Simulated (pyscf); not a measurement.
PySCF, gas phase, ωB97X-D3(BJ)/def2-SVP geometries.

Estimate the classical barrier height and the reaction energy of H₂P–In [singlet] + H₂O -> HO–In=PH + H₂ at ωB97M-D3(BJ)/def2-TZVP. The step runs on the singlet surface, breaks H–P, H–O and forms In–O, H–H; take the separated reactants as zero.

ΔE‡ = 61.2 kcal/mol, ΔE = +26.9 kcal/mol. Zero-point energy shifts the barrier by -2.3 kcal/mol. It is a concerted two-bond exchange, with an imaginary mode of 460i cm⁻¹. On the reactant side the descent ends in a bound adduct (not fully relaxed), 8.8 kcal/mol under the separated species and 70.6 kcal/mol under the saddle at ωB97X-D3(BJ)/def2-TZVP. One saddle was located; it need not be the lowest between these sides. One closed-shell reference is unstable to symmetry breaking; treat the single-reference values with care. Elements past Kr carry the def2 core potentials, without spin-orbit coupling.
